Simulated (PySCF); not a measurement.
O₃, SMILES [O-][O+]=O (connectivity only; charge and spin as stated), charge -1, multiplicity 2. Geometry optimised at PBE0-D3(BJ)/def2-TZVPD. The isomer is the one that the SMILES or the coordinates give; other isomers of the formula were not compared.

Calculation: PBE0-D3(BJ)/def2-TZVPD in PySCF.

Harmonic wavenumbers (cm⁻¹): 629, 959, 1122. Rotational constants (GHz): 94.32, 12.54, 11.06; symmetry number 2.

Work out the zero-point energy and the ideal-gas rigid-rotor harmonic-oscillator thermochemistry at 298.15 K and 1 atm.

ZPE = ½ Σ hcν = ½ × 2711 cm⁻¹ = 3.87 kcal/mol. H − E(el) = 6.38 kcal/mol. Entropy in cal/(mol K): translation 37.53, rotation 19.36, vibration 0.57, spin 1.38, total 58.83. G − E(el) = -11.16 kcal/mol. Cp = 9.60 cal/(mol K).
